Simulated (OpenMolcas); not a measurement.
# One shape, several levels: [BH3]− (SMILES [BH3-])

Wanted: a comparison of 6 runs (UHF/3-21G, UM06-2X/3-21G, UPBE/3-21G, UPBE0/3-21G, USVWN5/3-21G, ROMP2/3-21G) of [BH3]−. 

The calculation is run with OpenMolcas 26.06.

## 1. Starting point

[BH3]− has 4 atoms, charge -1, and is taken as a doublet. SMILES: `[BH3-]`. The B1–H3 distance was set to 2.194 Å, away from the relaxed value. At this shape a bond of the SMILES string is far longer than usual.

Bond lengths: B1–H2 1.254 Å, B1–H4 1.254 Å. Angles: H2–B1–H4 111.5°.

## 2. The energy at UHF/3-21G (run 1)

The input, input.xyz:

```xyz
4

B      0.472688     0.805516    -0.497953
H      1.239338     1.295406     0.364337
H     -0.279230    -1.161080     0.118390
H     -0.466012     1.588706    -0.777233
```

The input, calc.input:

```
>>> EXPORT MOLCAS_PRINT=2

&GATEWAY
 BasLib=$CurrDir
 Coord=input.xyz
 Basis=3-21G
 Group=NoSym

&SEWARD

&SCF
 UHF
 Charge=-1
 Spin=2
 Thresholds=1e-10 1e-07 1e-07 1e-05
 PrOrbitals=1 1
```

The basis set 3-21G is read from a file made from the Basis Set Exchange's data (not shown).

Command:

```bash
$ export MOLCAS_MEM=1860
$ pymolcas calc.input > calc.log
```

Log:

```text
--- Start Module: gateway ---
[...]
--- Stop Module: gateway /rc=_RC_ALL_IS_WELL_ ---
--- Start Module: seward ---
[...]
      Basis functions           15
--- Stop Module: seward /rc=_RC_ALL_IS_WELL_ ---
--- Start Module: scf ---
[...]
       Convergence after  49 Iterations
[...]
::    Total SCF energy                                -26.0993839022
[...]
      Total spin, S                                     0.6267782397
[...]
      Total electronic charge=    9.000000
      Total            charge=   -1.000000
[...]
      Dipole Moment (debye):
      Origin of the operator (angstrom)=    0.4063    0.7557   -0.4118
                   X=  7.9730E-01               Y=  2.2312E+00               Z= -6.1391E-01           Total=  2.4476E+00
      Center of Charge (angstrom)
[...]
--- Stop Module: scf /rc=_RC_ALL_IS_WELL_ ---
[...]
```

It took 2.4 s on 1 thread of Arm Neoverse V1, shared host; peak memory 0.37 GiB.

## 3. The energy at UM06-2X/3-21G (run 2)

input.xyz is that of step 2.

The input, calc.inp:

```
>>> EXPORT MOLCAS_PRINT=2

&GATEWAY
  BasLib=$CurrDir
  Coord=input.xyz
  Basis=3-21G
  Group=NoSym

&SEWARD
  GridInput
  Grid=UltraFine
  End of Grid

&SCF
  UHF
  Charge=-1
  Spin=2
  KSDFT=M062X
  Thresholds=1e-10 1e-07 1e-07 1e-05
  PrOrbitals=1 1
```

The basis set 3-21G is read from a file made from the Basis Set Exchange's data (not shown).

Command:

```bash
$ export MOLCAS_MEM=1860
$ pymolcas calc.inp > calc.log
```

Log:

```text
--- Start Module: gateway ---
[...]
--- Stop Module: gateway /rc=_RC_ALL_IS_WELL_ ---
--- Start Module: seward ---
[...]
      Basis functions           15
--- Stop Module: seward /rc=_RC_ALL_IS_WELL_ ---
--- Start Module: scf ---
[...]
       Convergence after  18 Iterations
[...]
::    Total KS-DFT energy                             -26.3082192975
[...]
      Total spin, S                                     0.5132183522
[...]
      Total electronic charge=    9.000000
      Total            charge=   -1.000000
[...]
      Dipole Moment (debye):
      Origin of the operator (angstrom)=    0.4063    0.7557   -0.4118
                   X=  8.4119E-01               Y=  2.8514E+00               Z= -5.2019E-01           Total=  3.0180E+00
      Center of Charge (angstrom)
[...]
--- Stop Module: scf /rc=_RC_ALL_IS_WELL_ ---
[...]
```

Run time: 8.7 s. Hardware: 1 thread of Arm Neoverse V1, shared host; peak memory 0.37 GiB.

Runs 3 to 5 aren't shown in full; the table further down has their settings and results.

## 4. A single-point energy at ROMP2/3-21G (run 6)

input.xyz is that of step 3.

The input, calc.inp:

```
>>> EXPORT MOLCAS_PRINT=2

&GATEWAY
  BASLIB
  $CurrDir
  COORD
  input.xyz
  BASIS
  3-21G
  GROUP
  NoSym

&SEWARD

&SCF
  UHF
  CHARGE
  -1
  SPIN
  2
  THRESHOLDS
  1e-10 1e-07 1e-07 1e-05
  PRORBITALS
  1 1

&RASSCF
  FILEORB
  $Project.UnaOrb
  SPIN
  2
  NACTEL
  1 0 0
  INACTIVE
  4
  RAS2
  1
  OUTORBITALS
  Canonical
  ORBLISTING
  Nothing

&CASPT2
  IPEA
  0.0
  FROZEN
  1
```

The basis set 3-21G is read from a file made from the Basis Set Exchange's data (not shown).

Command:

```bash
$ export MOLCAS_MEM=1860
$ pymolcas calc.inp > calc.log
```

Log:

```text
--- Start Module: gateway ---
[...]
--- Stop Module: gateway /rc=_RC_ALL_IS_WELL_ ---
[...]
      Basis functions           15
[...]
       Convergence after  49 Iterations
[...]
::    Total SCF energy                                -26.0993839022
[...]
      Total spin, S                                     0.6267782397
[...]
--- Start Module: rasscf ---
[...]
      Number of active orbitals                  1
[...]
      Spin quantum number                      0.5
[...]
      Active orbitals                            1
[...]
      Number of CSFs                             1
[...]
      Number of root(s) required                 1
[...]
      Convergence after 12 iterations
[...]
      printout of CI-coefficients larger than  0.05 for root  1
      energy=     -26.094860
      conf/sym  1     Coeff  Weight
             1  u   1.00000 1.00000
      Natural orbitals and occupation numbers for root  1
      sym 1:   1.000000
      ************************************************************************************************************************
      *                                                    Final results                                                     *
[...]
::    RASSCF root number  1 Total energy:    -26.09486047
[...]
      Total electronic charge=    9.000000
      Total            charge=   -1.000000
[...]
      Dipole Moment (debye):
      Origin of the operator (angstrom)=    0.4063    0.7557   -0.4118
                   X=  1.1332E+00               Y=  3.4186E+00               Z= -8.0981E-01           Total=  3.6915E+00
      Center of Charge (angstrom)
[...]
--- Stop Module: rasscf /rc=_RC_ALL_IS_WELL_ ---
--- Start Module: caspt2 ---
[...]
 ###    WARNING: User changed nr of frozen orbitals.                         ###
 ###############################################################################
[...]
      E2 (Variational):          -0.0637625963
      Total energy:             -26.1586230623
[...]
      Reference weight:           0.96391
[...]
::    CASPT2 Root  1     Total energy:    -26.15862306
[...]
--- Stop Module: caspt2 /rc=_RC_ALL_IS_WELL_ ---
[...]
```

Wall time 3.3 s (1 thread of Arm Neoverse V1, shared host); peak memory 0.37 GiB.

## 5. All runs side by side

```tsv
run	level	integration grid	frozen core orbitals	energy (Eh)	HOMO energy (eV)	LUMO energy (eV)	⟨S²⟩	wall time
1	UHF/3-21G	–	–	-26.099384	-0.73	10.31	1.020	2.4 s
2	UM06-2X/3-21G	UltraFine	–	-26.308219	0.97	6.83	0.777	8.7 s
3	UPBE/3-21G	UltraFine	–	-26.284321	2.96	5.22	0.759	6.9 s
4	UPBE0/3-21G	UltraFine	–	-26.293181	1.69	6.13	0.763	6.3 s
5	USVWN5/3-21G	UltraFine	–	-26.003657	3.10	4.82	0.759	5.1 s
6	ROMP2/3-21G	–	1	-26.158623	–	–	–	3.3 s
```

## 6. Results

| quantity | value |
| --- | --- |
| run 6: total energy | -26.15862 Eh |

Totals of different functionals can't be ranked against each other. In runs 2, 3, 4, 5 the HOMO lies above zero, so the outermost electron may be held by the basis alone. Spin contamination of the reference: run 1 ⟨S²⟩ = 1.02. All runs together took 33 s, the longest 8.7 s.
